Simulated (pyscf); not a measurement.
# Addition across a multiple bond or ene-type step: HN=Ta(Cl)(Cl)–Cl (SMILES [NH]=[Ta]([Cl])([Cl])[Cl]) + H₂ (SMILES [H][H]) → H₂N–TaH(Cl)(Cl)–Cl (SMILES [NH2][TaH]([Cl])([Cl])[Cl])

Gas phase, singlet surface, charge 0. Bonds broken: H7–H8. Bonds formed: N1–H7, Ta2–H8. Structures and frequencies: ωB97X-D3(BJ)/def2-SVP in PySCF.

Transition state (Å):

```xyz
8

N      0.1985     0.9441    -0.0276
Ta    -1.1011    -0.3107    -0.1527
Cl    -0.0978    -2.3810    -0.4067
Cl    -2.9723     0.6671    -1.1009
Cl    -2.1880    -0.8825     1.8210
H      0.9188     1.6497     0.0810
H      0.1101     0.5750    -1.2829
H     -0.5049    -0.1522    -1.9290
```

One imaginary mode, 1535i cm⁻¹; descent along it reached the two sides named, in the forms told below.

```json
[
 {"bond": "H7–H8", "change": "breaks", "reactant side (Å)": "0.760", "saddle": "1.151", "product side": "3.4"},
 {"bond": "N1–H7", "change": "forms", "reactant side (Å)": "3.0", "saddle": "1.311", "product side": "1.021"},
 {"bond": "Ta2–H8", "change": "forms", "reactant side (Å)": "3.6", "saddle": "1.880", "product side": "1.726"}
]
```

Electronic energies relative to the separated reactants (kcal/mol):

| level | barrier | reaction energy | reverse barrier |
|---|---|---|---|
| ωB97X-D3(BJ)/def2-TZVP | 25.4 | -2.1 | 27.5 |
| PBE/def2-TZVP | 22.1 | 0.0 | 22.1 |
| r²SCAN/def2-TZVP | 22.9 | -0.9 | 23.8 |
| B3LYP-D3(BJ)/def2-TZVP | 26.4 | -0.5 | 27.0 |
| PBE0-D3(BJ)/def2-TZVP | 21.9 | -3.1 | 25.0 |
| M06-2X/def2-TZVP | 28.8 | +0.8 | 28.1 |
| ωB97M-D3(BJ)/def2-TZVP | 26.1 | -1.2 | 27.3 |
| HF/def2-TZVP | 38.0 | 0.0 | 38.0 |

With ωB97M-D3(BJ)/def2-TZVP energies and thermal terms (ideal gas, 1 atm, RRHO with modes under 100 cm⁻¹ raised to 100, one conformer, R ln 2 for chiral ones without a mode under 150 cm⁻¹), in kcal/mol:

```csv
T (K),ΔH‡,ΔG‡,ΔH,ΔG
298,27.2,35.7,+3.4,+11.2
600,26.2,44.7,+2.8,+19.5
900,25.9,54.1,+2.8,+27.8
1200,26.0,63.5,+3.2,+36.1
```

On the product side the descent ends in a point that may be a rotor saddle (no frequency run), 2.0 kcal/mol over the lowest minimum found and 25.5 kcal/mol under the saddle at ωB97X-D3(BJ)/def2-TZVP. At the saddle there is also a short H–Ta contact that neither side keeps. One saddle was located; it need not be the lowest between these sides. Elements past Kr carry the def2 core potentials, without spin-orbit coupling.
